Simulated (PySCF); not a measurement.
PySCF input file for CHN, SMILES C#N, TDDFT-ωB97X/def2-TZVPD. Geometry optimised at B3LYP-D3(BJ)/def2-TZVPD.

```python
import numpy as np
from pyscf import gto, scf, dft, tdscf

mol = gto.M(
    atom='''
    C     0.00000000    0.00000000   -0.49683352
    N     0.00000000    0.00000000    0.64923445
    H     0.00000000    0.00000000   -1.56364003
    ''',
    basis='def2-TZVPD',
    charge=0,
    spin=0,
    symmetry=True,
    symmetry_subgroup='C2v',
    max_memory=1600,
    verbose=4,
)
mf = dft.RKS(mol, xc='wb97x').density_fit(auxbasis='def2-universal-jkfit')
mf.grids.level = 3
mf.conv_tol = 1e-9
mf.max_cycle = 100
mf.kernel()
mf.grids = dft.Grids(mol).set(level=1).build(with_non0tab=True)  # coarser grid for the response kernel
td = tdscf.TDDFT(mf)
td.singlet = True
td.nstates = 10
td.conv_tol = 1e-4
td.kernel(x0=td.get_init_guess(mf, 15))
td.analyze()
tt = tdscf.TDA(mf)
tt.singlet = False
tt.nstates = 4
tt.conv_tol = 1e-4
tt.kernel(x0=tt.get_init_guess(mf, 9))
tt.analyze(verbose=3)
```

It prints:

```
PySCF version 2.14.0

[INPUT] verbose = 4
[INPUT] num. atoms = 3
[INPUT] num. electrons = 14
[INPUT] charge = 0
[INPUT] spin (= nelec alpha-beta = 2S) = 0
[INPUT] symmetry True subgroup C2v
[INPUT] Mole.unit = angstrom
[INPUT] Symbol           X                Y                Z      unit          X                Y                Z       unit  Magmom
[INPUT]  1 C      0.000000000000   0.000000000000  -0.496833520000 AA    0.000000000000   0.000000000000  -0.938879282304 Bohr   0.0
[INPUT]  2 N      0.000000000000   0.000000000000   0.649234450000 AA    0.000000000000   0.000000000000   1.226875301133 Bohr   0.0
[INPUT]  3 H      0.000000000000   0.000000000000  -1.563640030000 AA    0.000000000000   0.000000000000  -2.954851414107 Bohr   0.0

nuclear repulsion = 24.0429602727817
point group symmetry = Coov, use subgroup C2v
symmetry origin: [0. 0. 0.]
symmetry axis x: [1. 0. 0.]
symmetry axis y: [0. 1. 0.]
symmetry axis z: [0. 0. 1.]
num. orbitals of irrep A1 = 39
num. orbitals of irrep A2 = 8
num. orbitals of irrep B1 = 18
num. orbitals of irrep B2 = 18
number of shells = 31
number of NR pGTOs = 115
number of NR cGTOs = 83
basis = def2-TZVPD
ecp = {}


******** <class 'pyscf.df.df_jk.DFSymAdaptedRKS'> ********
method = DFSymAdaptedRKS
initial guess = minao
damping factor = 0
level_shift factor = 0
DIIS = <class 'pyscf.scf.diis.CDIIS'>
diis_start_cycle = 1
diis_space = 8
diis_damp = 0
SCF conv_tol = 1e-09
SCF conv_tol_grad = None
SCF max_cycles = 100
direct_scf = False
XC library pyscf.dft.libxc version 7.1.2
    S. Lehtola, C. Steigemann, M. J. T. Oliveira, and M. A. L. Marques,  SoftwareX 7, 1–5 (2018)
XC functionals = wb97x
    J.-D. Chai and M. Head-Gordon,  J. Chem. Phys. 128, 084106 (2008)
radial grids:
    Treutler-Ahlrichs [JCP 102, 346 (1995); DOI:10.1063/1.469408] (M4) radial grids

becke partition: Becke, JCP 88, 2547 (1988); DOI:10.1063/1.454033
pruning grids: <function nwchem_prune>
grids dens level: 3
symmetrized grids: True
atomic radii adjust function: <function treutler_atomic_radii_adjust>
small_rho_cutoff = 0
Freeze 0 electrons in irreps []
    14 free electrons in irreps A1 A2 B1 B2
Set gradient conv threshold to 3.16228e-05
Initial guess from minao.
tot grids = 37832
******** <class 'pyscf.df.df.DF'> ********
auxbasis = def2-universal-jkfit
Create RSH-DF object <pyscf.df.df.DF object> for omega=0.3
******** <class 'pyscf.df.df.DF'> ********
auxbasis = auxmol.basis = def2-universal-jkfit
init E= -93.4805137673368
HOMO (B2) = -0.412286742385419  LUMO (B2) = 0.0124373671390929  gap/eV = 11.55733
cycle= 1 E= -93.3816112851726  delta_E= 0.0989  |g|= 0.434  |ddm|= 1.53
HOMO (A1) = -0.390382555033696  LUMO (A1) = 0.0518976748437368  gap/eV = 12.03506
cycle= 2 E= -93.3390155003106  delta_E= 0.0426  |g|= 0.68  |ddm|= 0.752
HOMO (B2) = -0.471976886289684  LUMO (A1) = 0.0698279584910111  gap/eV = 14.74326
cycle= 3 E= -93.4324305485804  delta_E= -0.0934  |g|= 0.033  |ddm|= 0.414
HOMO (B2) = -0.478515551846854  LUMO (A1) = 0.0732446953081762  gap/eV = 15.01416
cycle= 4 E= -93.4327069613467  delta_E= -0.000276  |g|= 0.00608  |ddm|= 0.0558
HOMO (B1) = -0.476788486382143  LUMO (A1) = 0.0734037034228905  gap/eV = 14.97149
cycle= 5 E= -93.4327218302788  delta_E= -1.49e-05  |g|= 0.00184  |ddm|= 0.012
HOMO (B1) = -0.477403599327633  LUMO (A1) = 0.0733384044468366  gap/eV = 14.98645
cycle= 6 E= -93.4327229719593  delta_E= -1.14e-06  |g|= 0.00049  |ddm|= 0.00282
HOMO (B2) = -0.47733623253212  LUMO (A1) = 0.0733344840866934  gap/eV = 14.98451
cycle= 7 E= -93.4327230796802  delta_E= -1.08e-07  |g|= 4.98e-05  |ddm|= 0.00111
HOMO (B1) = -0.477343343724888  LUMO (A1) = 0.073335593794468  gap/eV = 14.98474
cycle= 8 E= -93.4327230808958  delta_E= -1.22e-09  |g|= 7.55e-06  |ddm|= 0.000203
HOMO (B2) = -0.477344205725577  LUMO (A1) = 0.0733357784412476  gap/eV = 14.98477
cycle= 9 E= -93.4327230809241  delta_E= -2.83e-11  |g|= 1.06e-06  |ddm|= 4.38e-05
HOMO (B1) = -0.477344292157165  LUMO (A1) = 0.0733357309838567  gap/eV = 14.98477
Extra cycle  E= -93.4327230809249  delta_E= -7.67e-13  |g|= 4.63e-07  |ddm|= 5.76e-06
converged SCF energy = -93.4327230809249
tot grids = 12776


******** <class 'pyscf.tdscf.rks.TDDFT'> for <class 'pyscf.df.df_jk.DFSymAdaptedRKS'> ********
nstates = 10 singlet
deg_eia_thresh = 1.000e-03
wfnsym = None
conv_tol = 0.0001
eigh lindep = 1e-12
eigh level_shift = 0
eigh max_cycle = 100


Excitation energies (eV)
[ 7.81471435  8.17958637  8.17974166  9.43926246  9.43926246 10.31199369
 10.31199369 10.70987013 10.70987013 11.22072475]

** Singlet excitation energies and oscillator strengths **
Excited State   1:   A2      7.81471 eV    158.65 nm  f=0.0000
       6 -> 10        0.49087
       7 -> 9        -0.49087
Excited State   2:   A2      8.17959 eV    151.58 nm  f=0.0000
       6 -> 10        0.49270
       7 -> 9         0.49270
Excited State   3:   A1      8.17974 eV    151.57 nm  f=0.0000
       6 -> 9        -0.49271
       7 -> 10        0.49271
Excited State   4:   B1      9.43926 eV    131.35 nm  f=0.0141
       5 -> 9        -0.69336
Excited State   5:   B2      9.43926 eV    131.35 nm  f=0.0141
       5 -> 10       -0.69336
Excited State   6:   B1     10.31199 eV    120.23 nm  f=0.0887
       6 -> 8        -0.66887
       6 -> 11       -0.18140
       6 -> 17        0.10772
Excited State   7:   B2     10.31199 eV    120.23 nm  f=0.0887
       7 -> 8        -0.66887
       7 -> 11       -0.18140
       7 -> 17        0.10772
Excited State   8:   B1     10.70987 eV    115.77 nm  f=0.0494
       6 -> 8         0.17410
       6 -> 11       -0.66160
       6 -> 18        0.12868
Excited State   9:   B2     10.70987 eV    115.77 nm  f=0.0494
       7 -> 8         0.17410
       7 -> 11       -0.66160
       7 -> 18        0.12868
Excited State  10:   A1     11.22072 eV    110.50 nm  f=0.1299
       5 -> 8         0.51140
       5 -> 11        0.41330
       5 -> 12        0.12382
       6 -> 9         0.14195
       7 -> 10        0.14195

** Transition electric dipole moments (AU) **
state          X           Y           Z        Dip. S.      Osc.
  1        -0.0000     -0.0000     -0.0000      0.0000      0.0000
  2        -0.0000     -0.0000      0.0000      0.0000      0.0000
  3         0.0000     -0.0000      0.0000      0.0000      0.0000
  4         0.2473      0.0000     -0.0000      0.0612      0.0141
  5         0.0000      0.2473      0.0000      0.0612      0.0141
  6         0.5924      0.0000     -0.0000      0.3509      0.0887
  7         0.0000      0.5924      0.0000      0.3509      0.0887
  8         0.4338     -0.0000     -0.0000      0.1882      0.0494
  9        -0.0000      0.4338     -0.0000      0.1882      0.0494
 10         0.0000     -0.0000     -0.6873      0.4724      0.1299

** Transition velocity dipole moments (imaginary part, AU) **
state          X           Y           Z        Dip. S.      Osc.
  1        -0.0000     -0.0000     -0.0000      0.0000      0.0000
  2        -0.0000      0.0000     -0.0000      0.0000      0.0000
  3        -0.0000     -0.0000      0.0000      0.0000      0.0000
  4         0.0881     -0.0000      0.0000      0.0078      0.0149
  5        -0.0000      0.0881     -0.0000      0.0078      0.0149
  6         0.2303      0.0000      0.0000      0.0530      0.0933
  7         0.0000      0.2303      0.0000      0.0530      0.0933
  8         0.1726     -0.0000      0.0000      0.0298      0.0504
  9        -0.0000      0.1726     -0.0000      0.0298      0.0504
 10         0.0000      0.0000     -0.2842      0.0807      0.1306

** Transition magnetic dipole moments (imaginary part, AU) **
state          X           Y           Z
  1         0.0000     -0.0000      0.0000
  2        -0.0000     -0.0000     -0.0000
  3         0.0000     -0.0000     -0.0000
  4        -0.0000     -1.4440      0.0000
  5         1.4440     -0.0000     -0.0000
  6         0.0000     -0.0134     -0.0000
  7         0.0134     -0.0000      0.0000
  8        -0.0000     -0.0771      0.0000
  9         0.0771      0.0000     -0.0000
 10        -0.0000     -0.0000     -0.0000


******** <class 'pyscf.tdscf.rks.TDA'> for <class 'pyscf.df.df_jk.DFSymAdaptedRKS'> ********
nstates = 4 triplet
deg_eia_thresh = 1.000e-03
wfnsym = None
conv_tol = 0.0001
eigh lindep = 1e-12
eigh level_shift = 0
eigh max_cycle = 100


Excitation energies (eV)
[6.45817662 7.12208301 7.12223292 7.85307594]

** Triplet excitation energies and oscillator strengths **
Excited State   1:   A1      6.45818 eV    191.98 nm  f=0.0000
Excited State   2:   A2      7.12208 eV    174.08 nm  f=0.0000
Excited State   3:   A1      7.12223 eV    174.08 nm  f=0.0000
Excited State   4:   A2      7.85308 eV    157.88 nm  f=0.0000
```

Self-consistency was reached.

Cost: around 21 core-seconds (rough).
